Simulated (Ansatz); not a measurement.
A calculation with Ansatz (development build ahead of 0.2.0).

```yaml
crystal:
  periodic: [false, false, false]
  atoms:
    - { symbol: C, position_ang: [0.78746, 0.0, 0.0] }
    - { symbol: C, position_ang: [-0.39373, 0.68196, 0.0] }
    - { symbol: C, position_ang: [-0.39373, -0.68196, 0.0] }
    - { symbol: H, position_ang: [1.88148, 0.0, 0.0] }
    - { symbol: H, position_ang: [-0.94074, 1.62941, 0.0] }
    - { symbol: H, position_ang: [-0.94074, -1.62941, 0.0] }
basis:
  gaussian: { orbitals: def2-TZVP }
total_charge: 1
hamiltonian:
  xc: hf
correlation:
  method: mp2
  frozen_orbitals: { C: 1, H: 0 }
```

The input is written out in the form of the current development build from the run's settings.

Output:

* Converged: yes
* Reference energy: -115.04763 hartree
* Correlation energy: -0.41397 hartree
* Total energy: -115.46161 hartree
* Spin squared of the determinant: 0.000
